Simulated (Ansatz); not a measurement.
The same path of ClH3Si + H (6 atoms, charge 0, multiplicity 2) was run twice with different band settings. Lost on the way: Si1–Cl2. Made: Cl2–H6.

Level of theory: UKS CAM-B3LYP/6-31G* in Ansatz.

Relaxed end points:

```xyz
6
Properties=species:S:1:pos:R:3
Si 0.003 0.000 -0.161
Cl 0.021 0.000 1.906
H 1.400 0.000 -0.644
H -0.702 1.213 -0.626
H -0.702 -1.213 -0.626
H -0.018 0.000 5.122
```

```xyz
6
Properties=species:S:1:pos:R:3
Si 0.000 0.000 -0.524
Cl 0.001 0.000 3.584
H 1.411 0.000 -0.987
H -0.706 1.222 -0.986
H -0.706 -1.222 -0.986
H 0.002 0.000 4.869
```

Common settings: movable images 5; climbing image yes; spring 5.0 eV/Å²; start path through a guess of the saddle point; force threshold 0.03 eV/Å; iteration limit 60; end points relaxed.

| run | optimiser | largest step |
| --- | --- | --- |
| 1 | quadratic models (default) | default |
| 2 | lbfgs | 0.02 Å |

**Question.** What does each run give, and how far can it be trusted?

**Answer.** Run 1: converged after 12 iterations, highest image 0.820 eV above the first end. A vibrational analysis at the climbing image gives one clearly imaginary mode, 718i cm⁻¹: a first-order saddle point.
Run 2: converged after 31 iterations, highest image 0.820 eV above the first end. Another band between the same ends (5 images) ends at a top of the same energy, where a vibrational analysis finds 1 clearly imaginary mode.
